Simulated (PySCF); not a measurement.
PySCF input for acetic acid cation (C2H4O2), SMILES CC(=O)O (connectivity only; charge and spin as stated), charge +1, multiplicity 2, PBE0/pcH-1. Geometry: B3LYP-D3(BJ)/def2-SVP. The spin state was assumed, not searched. Other conformers were not sampled.

```python
import numpy as np
from pyscf import gto, scf, dft
from pyscf.prop.hfc import uks as hfc
from pyscf.prop.gtensor import uks as gtensor

mol = gto.M(
    atom='''
    C     0.31792152    1.35609526   -0.00000000
    C    -0.05426167   -0.09048785    0.00000000
    O     0.85453018   -0.99625209    0.00000000
    O    -1.27880341   -0.34530986   -0.00000000
    H    -0.56131868    2.01691146    0.00000001
    H     0.92266402    1.52264324    0.91102103
    H     0.92266402    1.52264325   -0.91102103
    H     0.52821735   -1.92334678   -0.00000001
    ''',
    basis='pcH-1',
    charge=1,
    spin=1,
    max_memory=1600,
    verbose=3,
)
mf = dft.UKS(mol, xc='pbe0').density_fit(auxbasis='def2-universal-jkfit')
mf.grids.level = 3
mf.conv_tol = 1e-10
mf.max_cycle = 100
mf.kernel()
fine, coarse = mf.grids, dft.Grids(mol).set(level=1).build(with_non0tab=True)
for _ in range(3):  # follow internal instabilities
    mf.grids = coarse
    mo, _, stable, _ = mf.stability(return_status=True, nroots=4)
    mf.grids = fine
    if stable:
        break
    mf.kernel(mf.make_rdm1(mo, mf.mo_occ))
A = hfc.HFC(mf).make_fcdip(mf.make_rdm1())  # Fermi contact and dipolar terms, MHz
print('atom   A(iso)/MHz   principal dipolar parts/MHz')
for i, a in enumerate(A):
    w = np.linalg.eigvalsh((a + a.T) / 2)
    print(f'{mol.atom_symbol(i):2s}{i + 1:3d} {w.mean():12.2f}', (w - w.mean()).round(2))
gt = gtensor.GTensor(mf)
gt.dia_soc2e, gt.para_soc2e, gt.so_eff_charge = None, None, True
gt.max_cycle_cphf = 60
g = gt.kernel()
```

It prints:

```

WARN: HOMO -0.367666407672679 >= LUMO -0.367666407672672

converged SCF energy = -228.466232563084  <S^2> = 0.75497365  2S+1 = 2.0049675
<class 'pyscf.df.df_jk.DFUKS'> wavefunction is stable in the internal stability analysis
atom   A(iso)/MHz   principal dipolar parts/MHz
C   1        19.40 [-13.18 -11.98  25.16]
C   2       -31.78 [-12.61  -0.94  13.55]
O   3         2.78 [-24.62   9.69  14.93]
O   4       -46.65 [-267.08  125.5   141.58]
H   5        16.80 [-9.7  -3.83 13.52]
H   6        31.50 [-6.82 -1.01  7.83]
H   7        31.50 [-6.82 -1.01  7.83]
H   8        -5.84 [-9.26 -1.22 10.48]
SOC(1e)/OZ [0.00853095 0.00081602 0.00509511]
free electron g 2.00231930436182
g-tensor total [2.01086611 2.00272297 2.0072095 ]
g-shift (ppt) [8.54680756 0.40366764 4.89019416]
```

The run converged.
